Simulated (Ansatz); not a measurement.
Working through a composite energy at a relaxed geometry of Cl2 (charge +1)

Computed with the Ansatz DFT code, driven from Python.

Notebook, run cell by cell (the value of a cell's last expression is shown):

In [1]:
```python
import itertools

import ansatz
from ase.data import atomic_numbers, covalent_radii
import numpy as np
```

In [2]:
```python
molecule = (
    ansatz.Crystal.molecule()
    .atom("Cl", (0.0, 0.0, 0.0))
    .atom("Cl", (0.0, 0.0, 2.04))
)

base = (
    molecule.calculation()
    .basis(gaussian="def2-SVP")  # the orbital basis, by name
    .functional("PBE0", dispersion="d4")
    .charge(1)  # electrons removed from the neutral system
    .spin("collinear", total=1)  # spin-polarised run
)
symbols = [site.symbol for site in molecule.cartesian_sites]
start = np.array([site.position_ang for site in molecule.cartesian_sites], dtype=float)
rep = base.relax(force_tolerance=0.01).run().report
end = np.array(rep["positions_ang"])
# pairs closer than 1.2 times the sum of covalent radii, before or after
radius = [covalent_radii[atomic_numbers[s]] for s in symbols]
span = lambda where, i, j: np.linalg.norm(where[i] - where[j])
bonded = [(i, j) for i, j in itertools.combinations(range(len(symbols)), 2) if min(span(start, i, j), span(end, i, j)) < 1.2 * (radius[i] + radius[j])]
print("pair        before    after (A)")
for i, j in bonded:
    print(f"{symbols[i]}{i}-{symbols[j]}{j}".ljust(10), f"{span(start, i, j):8.4f} {span(end, i, j):8.4f}")

minimum = ansatz.Crystal.molecule()
for symbol, place in zip(symbols, end):
    minimum = minimum.atom(symbol, place.tolist())
at_minimum = minimum.calculation().charge(1).spin("collinear", total=1)
# MP2 extrapolated to the basis limit, plus the small-basis difference CCSD(T) - MP2
level = lambda method, basis: at_minimum.basis(gaussian=basis).correlation(method).run().report
small, large, cluster = level("mp2", "cc-pVDZ"), level("mp2", "cc-pVTZ"), level("ccsd_t", "cc-pVDZ")
corr = lambda each: (each["free_energy_ev"] - each["reference_energy_ev"]) / 27.211386246
mp2_limit = (27 * corr(large) - 8 * corr(small)) / 19
pieces = {"HF / cc-pVTZ": large["reference_energy_ev"] / 27.211386246, "MP2 correlation, DZ-TZ limit": mp2_limit, "CCSD(T) - MP2 / cc-pVDZ": corr(cluster) - corr(small)}
for name, value in pieces.items():
    print(f"{name:32s} {value:14.6f} Ha")
print(f"{'sum':32s} {sum(pieces.values()):14.6f} Ha")
print("T1 diagnostic", round(cluster["correlation"]["coupled_cluster"]["t1_diagnostic"], 4))
```
```text
pair        before    after (A)
Cl0-Cl1      2.0400   1.9240
HF / cc-pVTZ                        -918.596940 Ha
MP2 correlation, DZ-TZ limit          -0.400626 Ha
CCSD(T) - MP2 / cc-pVDZ               -0.033310 Ha
sum                                 -919.030877 Ha
T1 diagnostic 0.0104
```

Reading the output:
- These settings explore the input space; basis and method may be short of convergence.
- The sum leaves out core correlation, relativity, the Hartree-Fock basis error and zero-point energy; a DZ-TZ extrapolation is rough.
- The species is open-shell (spin multiplicity 2).
- Inner cores stay frozen, so this is valence correlation.
- For Al to Cl the sets with a tight d function, cc-pV(X+d)Z, are usual.
- The spin state was assumed, and another may lie lower.
- An extrapolation from small basis sets is rough.
- The whole script took 6.6 s on 1 thread of Arm Neoverse V1 (shared host), peak memory 0.19 GiB.

(A comment or docstring line of the script was reworded after the run, the code is as it ran; lines on the test bed's own set-up are left out of the output.)
